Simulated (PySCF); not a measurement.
Species: 1,1,2,2-tetrafluoroethane, C₂H₂F₄.
Numbering: `[F:1][CH:2]([F:3])[CH:4]([F:5])[F:6]` (hydrogens: H7 on C2; H8 on C4)

Computed by this run: PBE0-D3(BJ)/def2-SVP geometry optimisation, gas phase in PySCF; density fitting, grid level 1; the optimiser is geomeTRIC in internal coordinates, started from an MMFF94s structure with every atom displaced at random (about 0.03 Å).

At the end of the run (lengths in Å): C2–C4 1.523, F1–C2 1.346, C2–F3 1.339, C4–H8 1.105, C4–F6 1.346, C2–H7 1.105, C4–F5 1.339, F1–C2–C4 108.8°, F1–C2–F3 109.0°, F1–C2–C4–F5 -70°.

Task: These geometries were met on the way; a selection of coordinates is given. Order them by energy above the end point, lowest first.
A. C2–C4 1.635, F1–C2 1.285, C2–F3 1.392, C4–H8 1.072, C4–F6 1.314, C2–H7 1.077, C4–F5 1.321, F1–C2–C4 107.7°, F1–C2–F3 108.7°, F1–C2–C4–F5 -70°
B. C2–C4 1.546, F1–C2 1.347, C2–F3 1.336, C4–H8 1.115, C4–F6 1.345, C2–H7 1.097, C4–F5 1.324, F1–C2–C4 106.5°, F1–C2–F3 109.1°, F1–C2–C4–F5 -70°
C. C2–C4 1.518, F1–C2 1.346, C2–F3 1.340, C4–H8 1.104, C4–F6 1.346, C2–H7 1.105, C4–F5 1.340, F1–C2–C4 108.9°, F1–C2–F3 109.0°, F1–C2–C4–F5 -71°
D. C2–C4 1.537, F1–C2 1.346, C2–F3 1.338, C4–H8 1.105, C4–F6 1.347, C2–H7 1.103, C4–F5 1.339, F1–C2–C4 110.0°, F1–C2–F3 108.8°, F1–C2–C4–F5 -71°

Result: C (0.001 eV), D (0.017 eV), B (0.105 eV), A (0.381 eV).

```json
{"step": "3", "E above end (eV)": "0.001", "rms distance from the end, all atoms (Å)": "0.005", "largest force (eV/Å)": "0.182", "rms shift of all bonds from the end (Å)": "0.002"}
{"step": "2", "E above end (eV)": "0.017", "rms distance from the end, all atoms (Å)": "0.021", "largest force (eV/Å)": "0.324", "rms shift of all bonds from the end (Å)": "0.005"}
{"step": "1", "E above end (eV)": "0.105", "rms distance from the end, all atoms (Å)": "0.061", "largest force (eV/Å)": "1.845", "rms shift of all bonds from the end (Å)": "0.012"}
{"step": "0", "E above end (eV)": "0.381", "rms distance from the end, all atoms (Å)": "0.058", "largest force (eV/Å)": "4.331", "rms shift of all bonds from the end (Å)": "0.056"}
```

Rows stand in the order of the answer.
